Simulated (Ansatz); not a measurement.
Solid bromine, treated with r²SCAN-D4 in Ansatz (plane waves, PAW).

Settings: plane-wave cutoff 560 eV, 10×10×4 k mesh (along the axes of the cell as run), Fermi–Dirac smearing 0.01 eV, scalar-relativistic PAW data made under PBE.

Cell (relaxed at this level):

Br is taken in the orthorhombic space group Cmce (No. 64), Pearson symbol oS8. Conventional cell: a = 6.906 Å, b = 4.204 Å, c = 8.703 Å, α = β = γ = 90.00°. Br on 8f is coordinated by 1 Br at 2.354 Å. (Neighbours: up to the widest gap in distance over summed covalent radii, below 1.35, at either atom.)
(The calculation used a cell of 4 atoms; values per cell refer to that cell.)

Question: Predict the bulk modulus, band gap and smallest direct gap on the k points sampled.

Answer: 
bulk modulus: 10.8 GPa
band gap: 1.67 eV
smallest direct gap on the k points sampled: 1.68 eV

Note: the bulk modulus comes from volumes at which shape and atoms were relaxed.

Spin–orbit coupling is not included.

Computed values are for the static lattice.

It cost about 12 core-minutes (a rough figure) of CPU time.

Ansatz is a first-principles code.
